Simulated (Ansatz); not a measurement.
# Multireference treatment of C₄H₄, singlet

Computed with Ansatz's Gaussian-basis code (development build). Basis cc-pVTZ, nonrelativistic, 4 orbitals frozen in the corrections. State-specific CASSCF; RHF is the lowest restricted (open-shell) Hartree–Fock solution met. On stretched bonds single-reference methods can fail or change state. No symmetry is imposed, so a solution can break that of the shape. Lower solutions, or ones in other orbitals, may exist.

Geometry:

```xyz
8

C     0.0000   -1.4930   -0.8153
C     0.0000   -0.1504   -0.8008
C     0.0000    0.6229    0.3984
C     0.0000    1.3216    1.4004
H     0.0000   -2.0708    0.1026
H     0.0000   -2.0382   -1.7523
H     0.0000    0.3990   -1.7400
H     0.0000    1.9034    2.2938
```

What do CASSCF and its corrections give against RHF in CAS(6,6), and what are the occupations?

CASSCF -2.626 eV, SC-NEVPT2 -16.879 eV; occupations 1.94, 1.94, 1.90, 0.10, 0.06, 0.05.

How do single-reference totals in the same basis and frozen core stand against SC-NEVPT2 in CAS(6,6)?

CCSD(T) -1.698 eV. Coupled cluster stands on the determinant that it favours, which can lie over the RHF solution above, and is in doubt where the occupations are far from 0, 1 and 2.
